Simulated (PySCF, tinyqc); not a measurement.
Worked calculation: RHF in the sto-3g basis, for CH2, spin multiplicity 1. The lowest restricted solution is unstable here: a spin-polarised one lies 0.0200 hartree lower (PySCF). One step of it, computed by the program tinyqc.

Question. Iteration 1: diagonalisation and new density. Diagonalise F' = X^T F X, C = X C', fill 4 alpha and 4 beta electrons from the bottom; D = 2 C_occ C_occ^T. Each column has its largest component positive (the first on a tie).

Fock matrix F (hartree):
```
             1C 1s      1C 2s     1C 2px     1C 2py     1C 2pz      2H 1s      3H 1s
1C 1s   -11.567748  -3.113923  -0.151694   0.242386   0.076851  -0.354557  -0.453384
1C 2s    -3.113923  -1.251993   0.010364   0.147022  -0.028018  -0.312003  -0.455781
1C 2px   -0.151694   0.010364  -0.280204  -0.087381  -0.112523  -0.070062   0.073122
1C 2py    0.242386   0.147022  -0.087381  -0.166253   0.053661  -0.075470   0.298198
1C 2pz    0.076851  -0.028018  -0.112523   0.053661  -0.353562  -0.114532  -0.272556
2H 1s    -0.354557  -0.312003  -0.070062  -0.075470  -0.114532  -0.117595  -0.126100
3H 1s    -0.453384  -0.455781   0.073122   0.298198  -0.272556  -0.126100  -0.314158
```

X:
```
            1C 1s      1C 2s    1C 2px     1C 2py     1C 2pz      2H 1s      3H 1s
1C 1s    1.026142  -0.143462  0.000000   0.000000  -0.008680   0.021162   0.021162
1C 2s   -0.143462   1.145369  0.000000   0.000000   0.074128  -0.214893  -0.214893
1C 2px   0.000000   0.000000  1.000000   0.000000   0.000000   0.000000   0.000000
1C 2py   0.000000   0.000000  0.000000   1.082544   0.000000  -0.181025   0.181025
1C 2pz  -0.008680   0.074128  0.000000   0.000000   1.045366  -0.132067  -0.132067
2H 1s    0.021162  -0.214893  0.000000  -0.181025  -0.132067   1.123026  -0.015399
3H 1s    0.021162  -0.214893  0.000000   0.181025  -0.132067  -0.015399   1.123026
```

Give: F' = X^T F X; orbital energies; coefficients C; D after iteration 1.

Answer.

F' = X^T F X (hartree):
```
          1        2        3        4        5        6        7
1  -11.3215  -1.6684  -0.1561   0.2359   0.0523   0.0004  -0.0108
2   -1.6684  -0.5566   0.0246   0.0754   0.0536  -0.1665  -0.2706
3   -0.1561   0.0246  -0.2802  -0.0687  -0.1159  -0.0546   0.0768
4    0.2359   0.0754  -0.0687  -0.0543   0.0114  -0.1049   0.2779
5    0.0523   0.0536  -0.1159   0.0114  -0.2877  -0.0810  -0.2379
6    0.0004  -0.1665  -0.0546  -0.1049  -0.0810   0.0160  -0.0456
7   -0.0108  -0.2706   0.0768   0.2779  -0.2379  -0.0456  -0.0537
```

orbital energies (hartree): MO1 -11.5819, MO2 -0.6294, MO3 -0.4418, MO4 -0.2940, MO5 -0.0925, MO6 0.1636, MO7 0.3381

coefficients C:
```
            MO1      MO2      MO3      MO4      MO5      MO6      MO7
1C 1s    0.9929  -0.1690   0.0703  -0.1646  -0.0435   0.1236   0.1046
1C 2s    0.0280   0.5446  -0.2805   0.6126   0.0982  -0.6526  -0.4934
1C 2px   0.0131  -0.1376   0.6536   0.3788   0.6358  -0.0023   0.0773
1C 2py  -0.0225  -0.2712   0.1290   0.3651  -0.4944  -0.5379   0.6926
1C 2pz  -0.0036   0.3079   0.6729  -0.3069  -0.3916  -0.3934  -0.4282
2H 1s   -0.0046   0.0704   0.0989   0.3083  -0.2569   1.0848  -0.0748
3H 1s   -0.0091   0.4464   0.0252  -0.2400   0.0881   0.1263   1.0378
```

D after iteration 1:
```
          1C 1s    1C 2s   1C 2px   1C 2py   1C 2pz    2H 1s    3H 1s
1C 1s    2.0928  -0.3694   0.0397  -0.0550   0.0843  -0.1206  -0.0865
1C 2s   -0.3694   1.5027  -0.0516   0.0783  -0.4182   0.3987   0.1776
1C 2px   0.0397  -0.0516   1.1795   0.5192   0.5624   0.3433  -0.2719
1C 2py  -0.0550   0.0783   0.5192   0.4479  -0.2173   0.2126  -0.4104
1C 2pz   0.0843  -0.4182   0.5624  -0.2173   1.2837  -0.0127   0.4561
2H 1s   -0.1206   0.3987   0.3433   0.2126  -0.0127   0.2196  -0.0800
3H 1s   -0.0865   0.1776  -0.2719  -0.4104   0.4561  -0.0800   0.5151
```
